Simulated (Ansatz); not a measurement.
# CH3Al (quintet): from Hartree-Fock to the top rungs, cc-pVTZ

The task here is to estimate one member of a computed series from the others.

Method: cc-pVTZ, core rule «outside noble gas», up to 6 orbitals frozen; program: Ansatz 0.2.0, Gaussian basis.

Plan: UHF; CCSD(T) on ROHF; CCSD(T) on UHF; BCCD(T) on ROHF; CCSDT(Q) on ROHF; CCSDT(Q) on UHF; CASSCF and NEVPT2, 10 electrons in 11 orbitals.

5 further runs of the same task are left out: 2 for a known fault of the program, 3 set aside as unsound or not needed.

### The geometry

The geometry is a PBE0/def2-TZVP stationary point (not a proven minimum) of the parent state, kept for this charge and spin.

5 atoms, charge 0, spin multiplicity 5.

Atoms are counted from 1 here; the program's logs count them from 0.

Bond lengths: Al1–C2 1.889 Å, Al1–H3 1.584 Å, Al1–H4 1.584 Å, C2–H5 1.082 Å. Angles: C2–Al1–H3 119.2°, C2–Al1–H4 119.2°, H3–Al1–H4 121.5°, Al1–C2–H5 180.0°.

The first run:

in.yaml reads:

```yaml
crystal:
  periodic: [false, false, false]
  atoms:
    - {symbol: Al, position_ang: [0.000000, 0.000000, 0.574312]}
    - {symbol: C, position_ang: [0.000000, 0.000000, -1.315163]}
    - {symbol: H, position_ang: [0.000000, 1.382040, 1.347560]}
    - {symbol: H, position_ang: [0.000000, -1.382040, 1.347560]}
    - {symbol: H, position_ang: [0.000000, 0.000000, -2.397288]}
basis:
  gaussian: {orbitals: cc-pVTZ}
magnetization: {spin_polarized: true, initial_magnetization: 4}
hamiltonian: {xc: hf}
output: {orbitals: {seedname: orbitals}}
```

On the command line:

```console
$ ansatz run in.yaml --threads 1 --pin off --events-out ev --progress --plain --max-ram 4096MiB --backend cpu
```

Among the steps run: UHF; CCSD(T) on ROHF; CCSD(T) on UHF; BCCD(T) on ROHF; CCSDT(Q) on ROHF; CCSDT(Q) on UHF; CASSCF and NEVPT2, 10 electrons in 11 orbitals.

One table of the session follows, with a row left open; its other results are not shown here.

It belongs to the step «Misses and costs». 

```
        method  from RCCSDT(Q) (kcal/mol)
          RMP2                     +28.63
          UMP2                     +30.73
         RCCSD                      +6.83
         UCCSD                      +6.47
      RCCSD(T)                          ?
      UCCSD(T)                      +1.18
       BCCD(T)                      +1.26
        RCCSDT                      +0.26
        UCCSDT                      +0.19
     RCCSDT(Q)                          0
     UCCSDT(Q)                      -0.06
CASSCF valence                    +102.90
NEVPT2 valence                     +26.67
```

Estimate the missing values for RCCSD(T).

The run gave: from RCCSDT(Q) (kcal/mol): +1.25. In the column «from RCCSDT(Q) (kcal/mol)» it lies between UCCSD(T) (+1.18) and BCCD(T) (+1.26).

Left out of the table: ROHF, UHF (another determinant or state than the rows shown).

To keep in mind: The report flags that the cluster equations may have other roots. The program flags RCCSD(T), UCCSD(T), BCCD(T), RCCSDT(Q), UCCSDT(Q) as in doubt, so the zero of the table is itself unsure. Warnings: coupled cluster took another determinant than the lowest. Restricted and unrestricted rows rest on different reference determinants; where their highest levels disagree by more than a few hundredths of an eV, they describe different states and don't form one ladder.
